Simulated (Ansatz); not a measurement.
Results of Hartree–Fock in Ansatz (PAW) for bcc Rb.

Numerical settings: plane-wave cutoff 460 eV, 8×8×8 k mesh, Fermi–Dirac smearing 0.05 eV, scalar-relativistic PAW data made under PBE.

Computed points:

```tsv
V (Å³/atom)	E − E_lowest (meV/atom)
117.354	1.87
120.442	0.49
123.530	0.00
126.618	0.31
129.402	1.19
```

Question: What bulk modulus B0 and pressure derivative B′ does a third-order Birch–Murnaghan fit give?

Answer: V0 = 123.821 Å³/atom, B0 = 1.63 GPa, B′ = 3.8 (fit to the energies at full precision).

Measured, for comparison: bulk modulus 2.92 GPa (corrected for temperature and zero-point phonon effects, our sources range from 2.92 to 3.60; as tabulated in Levämäki et al. (2014), arXiv:1402.3671); equilibrium volume per atom 86.68 Å³/atom (low-temperature or extrapolated to 0 K; zero-point anharmonic expansion removed; as tabulated in Csonka et al. (2009), arXiv:0903.4037). Computed (rounded) less measured: bulk modulus not scored (sources differ), equilibrium volume per atom +42.8 %.

Note: the cell is over a tenth larger than the published one (another phase or state, or a fault of the published cell, is possible).

Static lattice: no zero-point or thermal effects.

The result took about 50 core-minutes (a rough figure).

Ansatz is a program for electronic structure.
